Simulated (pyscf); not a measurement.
This saddle point was located with ωB97X-D3(BJ)/def2-SVP in PySCF.

```xyz
9

C     -1.1438    -0.2196     0.7310
C      0.0808     0.5825     0.3047
Cl     1.5339    -0.8582     0.5473
Cl     0.1928     0.9549    -1.4127
H     -1.1209    -1.1843     0.2072
H     -1.0922    -0.4047     1.8132
H     -2.0816     0.2994     0.4874
H      0.7002     1.2048     0.9674
H     -0.6499     1.8815     0.5635
```
Charge 0, spin multiplicity 2.

Surface: doublet, charge 0. Lowest wavenumbers (cm⁻¹): 1548i, 221, 224, 286, 377.

Question: Name the species on either side of this saddle.

Answer: H₃C–CH(Cl)–Cl + H• <-> H₃C–CH₂–Cl + Cl•, a substitution at C read from left to right: C–Cl broken and C–H formed. At ωB97M-D3(BJ)/def2-TZVP it lies +29.8 kcal/mol from the left side and +52.2 kcal/mol from the right (each side as separated species at their lowest minima found). On the product side the descent ends in what is likely a three-electron adduct, which functionals tend to overbind, 7.2 kcal/mol under the separated species and 59.6 kcal/mol under the saddle at ωB97X-D3(BJ)/def2-TZVP. The same reactants have a lower exit, to H₃C–CH•–Cl + HCl (barrier +10.0 kcal/mol at ωB97M-D3(BJ)/def2-TZVP, against +29.8 kcal/mol here). This is the saddle that the search found; another between the same sides may lie lower. The angle at the attacked C is 157°. Left out: the spin-orbit lowering of Cl.
